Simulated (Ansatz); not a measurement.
`O=S(=O)(F)F` → 2 F• + 2 O• + S•  (atomization)

Computed with Ansatz on PBE0-D4/def2-TZVP structures; ΔE is electronic, products minus reactants. CCSD(T)/CBS is the MP2 limit (def2-TZVPP, def2-QZVPP) plus CCSD(T) − MP2 in def2-TZVPP, frozen cores. This one scheme is used for every species, atoms too. DFT in def2-TZVPP. B3LYP here is the variant with VWN-RPA as its local correlation; programs differ in this. HSE06 is defined as in plane-wave codes. Open shells (•) are unrestricted, without spin–orbit coupling. Spin–orbit coupling would lower the free atoms: a little for F, O, S.

```json
{"level": "LDA (SPW92)", "ΔE (kcal/mol)": "539.5", "difference from CCSD(T)/CBS": "128.6"}
{"level": "PBE-D4", "ΔE (kcal/mol)": "440.8", "difference from CCSD(T)/CBS": "29.9"}
{"level": "revPBE-D4", "ΔE (kcal/mol)": "416.4", "difference from CCSD(T)/CBS": "5.5"}
{"level": "r2SCAN-D4", "ΔE (kcal/mol)": "418.8", "difference from CCSD(T)/CBS": "7.9"}
{"level": "B97M-V", "ΔE (kcal/mol)": "412.7", "difference from CCSD(T)/CBS": "1.8"}
{"level": "PBE0-D4", "ΔE (kcal/mol)": "407.4", "difference from CCSD(T)/CBS": "-3.5"}
{"level": "B3LYP-D4", "ΔE (kcal/mol)": "398.9", "difference from CCSD(T)/CBS": "-12.0"}
{"level": "r2SCANh-D4", "ΔE (kcal/mol)": "406.9", "difference from CCSD(T)/CBS": "-4.0"}
{"level": "r2SCAN0-D4", "ΔE (kcal/mol)": "389.9", "difference from CCSD(T)/CBS": "-21.0"}
{"level": "HSE06-D4", "ΔE (kcal/mol)": "408.3", "difference from CCSD(T)/CBS": "-2.6"}
{"level": "CAM-B3LYP-D4", "ΔE (kcal/mol)": "406.1", "difference from CCSD(T)/CBS": "-4.8"}
{"level": "ωB97X-V", "ΔE (kcal/mol)": "411.0", "difference from CCSD(T)/CBS": "0.1"}
{"level": "ωB97M-V", "ΔE (kcal/mol)": "411.2", "difference from CCSD(T)/CBS": "0.3"}
{"level": "PBE-QIDH", "ΔE (kcal/mol)": "400.7", "difference from CCSD(T)/CBS": "-10.2"}
{"level": "PBE", "ΔE (kcal/mol)": "438.5", "difference from CCSD(T)/CBS": "27.6"}
{"level": "revPBE", "ΔE (kcal/mol)": "407.9", "difference from CCSD(T)/CBS": "-3.0"}
{"level": "BLYP", "ΔE (kcal/mol)": "408.7", "difference from CCSD(T)/CBS": "-2.2"}
{"level": "r2SCAN", "ΔE (kcal/mol)": "418.2", "difference from CCSD(T)/CBS": "7.3"}
{"level": "PBE0", "ΔE (kcal/mol)": "405.5", "difference from CCSD(T)/CBS": "-5.4"}
{"level": "B3LYP", "ΔE (kcal/mol)": "395.1", "difference from CCSD(T)/CBS": "-15.8"}
{"level": "r2SCANh", "ΔE (kcal/mol)": "406.4", "difference from CCSD(T)/CBS": "-4.5"}
{"level": "r2SCAN0", "ΔE (kcal/mol)": "389.3", "difference from CCSD(T)/CBS": "-21.6"}
{"level": "HSE06", "ΔE (kcal/mol)": "406.6", "difference from CCSD(T)/CBS": "-4.3"}
{"level": "BHLYP", "ΔE (kcal/mol)": "354.8", "difference from CCSD(T)/CBS": "-56.1"}
{"level": "CAM-B3LYP", "ΔE (kcal/mol)": "404.2", "difference from CCSD(T)/CBS": "-6.7"}
{"level": "LC-ωPBE", "ΔE (kcal/mol)": "411.7", "difference from CCSD(T)/CBS": "0.8"}
{"level": "RPA@PBE/def2-TZVPP", "ΔE (kcal/mol)": "350.4", "difference from CCSD(T)/CBS": "-60.5"}
{"level": "HF/def2-SVP", "ΔE (kcal/mol)": "146.4", "difference from CCSD(T)/CBS": "-264.5"}
{"level": "MP2/def2-SVP", "ΔE (kcal/mol)": "347.1", "difference from CCSD(T)/CBS": "-63.8"}
{"level": "CCSD/def2-SVP", "ΔE (kcal/mol)": "302.4", "difference from CCSD(T)/CBS": "-108.5"}
{"level": "CCSD(T)/def2-SVP", "ΔE (kcal/mol)": "313.6", "difference from CCSD(T)/CBS": "-97.3"}
{"level": "HF/def2-TZVPP", "ΔE (kcal/mol)": "200.6", "difference from CCSD(T)/CBS": "-210.3"}
{"level": "MP2/def2-TZVPP", "ΔE (kcal/mol)": "425.2", "difference from CCSD(T)/CBS": "14.3"}
{"level": "CCSD/def2-TZVPP", "ΔE (kcal/mol)": "369.5", "difference from CCSD(T)/CBS": "-41.4"}
{"level": "CCSD(T)/def2-TZVPP", "ΔE (kcal/mol)": "386.4", "difference from CCSD(T)/CBS": "-24.5"}
{"level": "HF/def2-QZVPP", "ΔE (kcal/mol)": "204.4", "difference from CCSD(T)/CBS": "-206.5"}
{"level": "MP2/def2-QZVPP", "ΔE (kcal/mol)": "440.6", "difference from CCSD(T)/CBS": "29.7"}
{"level": "SCS-MP2/def2-QZVPP", "ΔE (kcal/mol)": "421.2", "difference from CCSD(T)/CBS": "10.3"}
{"level": "HF/CBS(def2)", "ΔE (kcal/mol)": "204.9", "difference from CCSD(T)/CBS": "-206.0"}
{"level": "CCSD/CBS(def2)", "ΔE (kcal/mol)": "394.1", "difference from CCSD(T)/CBS": "-16.8"}
{"level": "CCSD(T)/CBS", "ΔE (kcal/mol)": "410.9", "difference from CCSD(T)/CBS": "0"}
```

Largest T1 diagnostic among the species: 0.015.

At CCSD(T), def2-SVP lies −97.3 kcal/mol from the extrapolated value and def2-TZVPP −24.5 kcal/mol: correlation converges slowly with the basis, and small sets miss more of it in the bonded molecule than in its fragments. From r2SCAN to r2SCAN0 (25 % exact exchange), in def2-TZVPP and without D4, ΔE moves by −29.0 kcal/mol: exact exchange takes away binding that semilocal exchange gives to molecules. The D4 term adds +3.8 kcal/mol with B3LYP and +1.9 kcal/mol with PBE0; it sums over pairs of atoms, weighted by their polarisabilities, and B3LYP, whose exchange is more repulsive, gets the larger term.

For atomizations the MP2-based limit and the directly extrapolated one differ by several kJ/mol either way, and by 10 to 25 for some Ge, Se and Sn compounds, so smaller differences from it don't rank the levels.
